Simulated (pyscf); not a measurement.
Optimised with ωB97X-D3(BJ)/def2-SVP in PySCF.

Q: PBE/def2-TZVP puts the barrier of `[CH3][CH2][O][GaH2]` -> `[OH][GaH2]` + `[CH2]=[CH2]` (elimination; singlet surface; C–O, C–H broken, H–O formed) at 2.50 eV and the reaction energy at +0.64 eV, from the reactant's lowest minimum found. What do B3LYP-D3(BJ)/def2-TZVP, PBE0-D3(BJ)/def2-TZVP, ωB97M-D3(BJ)/def2-TZVP give on the same structures?

A: B3LYP-D3(BJ): ΔE‡ = 2.78 eV, ΔE = +0.61 eV; PBE0-D3(BJ): ΔE‡ = 2.84 eV, ΔE = +0.81 eV; ωB97M-D3(BJ): ΔE‡ = 2.87 eV, ΔE = +0.63 eV. PBE's barrier lies under all of them, by 0.28 to 0.37 eV. Its reaction energy lies among theirs. Low barriers are usual for a GGA, whose delocalisation error favours stretched bonds. One saddle was located; it need not be the lowest between these sides. Elements up to Kr have no core potential and no relativistic terms here.
